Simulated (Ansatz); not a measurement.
# C₂H₃O, doublet in 6-31G*: errors against UCCSDT(Q)

Geometry: MP2(full)/6-31G*, from the G2/97 set.

```json
{"atom": "C", "x (Å)": "-1.0631", "y (Å)": "-0.7108", "z (Å)": "0.0000"}
{"atom": "C", "x (Å)": "-0.0848", "y (Å)": "0.4433", "z (Å)": "0.0000"}
{"atom": "H", "x (Å)": "-0.5404", "y (Å)": "-1.6708", "z (Å)": "0.0000"}
{"atom": "H", "x (Å)": "-1.7024", "y (Å)": "-0.6262", "z (Å)": "0.8811"}
{"atom": "H", "x (Å)": "-1.7024", "y (Å)": "-0.6262", "z (Å)": "-0.8811"}
{"atom": "O", "x (Å)": "1.1103", "y (Å)": "0.3850", "z (Å)": "0.0000"}
```

Basis 6-31G* (Cartesian d functions); Ansatz 0.2.0. Correlated methods freeze the noble-gas cores, which leaves 17 electrons in 48 orbitals. Prefix R: restricted or restricted open-shell reference; prefix U: unrestricted.

Full CI isn't at hand for all of this; UCCSDT(Q) serves as the reference, and is uncertain by about the last step of the cluster series. The frozen core follows each run's orbitals, which can shift R against U totals by a few meV.

For open shells CISD is restricted-active-space CI with the open shells as a complete middle space.

The UHF ⟨S²⟩ is 0.764, the T1 diagnostic (RCCSD) is 0.0236 and the largest doubles amplitude (RCCSD) is 0.079. The T1 diagnostic (UCCSD) is 0.0206.

Problem. From what is known of these methods and the diagnostics, rank them by the size of their error in total energy against UCCSDT(Q) in 6-31G*, smallest first (an estimate: the text doesn't fix the numbers).
A. RCCSD(T)
B. RMP2
C. RCCSD
D. UCCSDT
E. RCCSDT(Q)

Solution. E (0.6 kJ/mol), D (3.3 kJ/mol), A (6.0 kJ/mol), C (44.9 kJ/mol), B (98.1 kJ/mol).

All errors are against UCCSDT(Q) in 6-31G*. Within each family the higher level lies nearer, as is usual though not guaranteed.

Atomization energy (electronic, same basis, no zero-point term; atoms at the same level, unrestricted beside the R rows where the molecule is a closed shell, with restricted open-shell steps beyond CCSDT(Q)) at UCCSDT(Q): 2236.8 kJ/mol. Errors of other levels:

```csv
level,error (kJ/mol)
RHF,-495.4
UHF,-516.2
RMP2,52.9
UMP2,47.6
CISD,-147.4
RCCSD,-35.0
UCCSD,-35.2
RCCSD(T),-3.4
UCCSD(T),-4.0
BCCD(T),-3.2
RCCSDT,-2.7
UCCSDT,-3.1
RCCSDT(Q),-0.1
```

This basis is far from its limit, so the value isn't to be set against a measured one. Truncated CI isn't size-consistent, which counts against it in atomization.
